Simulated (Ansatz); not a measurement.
Input for Ansatz (development build ahead of 0.2.0):

```yaml
crystal:
  periodic: [false, false, false]
  atoms:
    - { symbol: C, position_ang: [0.02913, 0.05071, -0.59487] }
    - { symbol: F, position_ang: [0.04116, 0.95263, 0.23049] }
    - { symbol: F, position_ang: [0.00791, -1.07194, 0.21779] }
basis:
  gaussian: { orbitals: cc-pVDZ }
hamiltonian:
  xc: hf
correlation:
  method: mp2
  frozen_orbitals: { C: 1, F: 1 }
```

The input is written out in the form of the current development build from the run's settings.

Results

```
Converged                       : yes
Reference energy                : -236.66415 hartree
Correlation energy              : -0.48361 hartree
Total energy                    : -237.14777 hartree
Spin squared of the determinant : 0.000
```
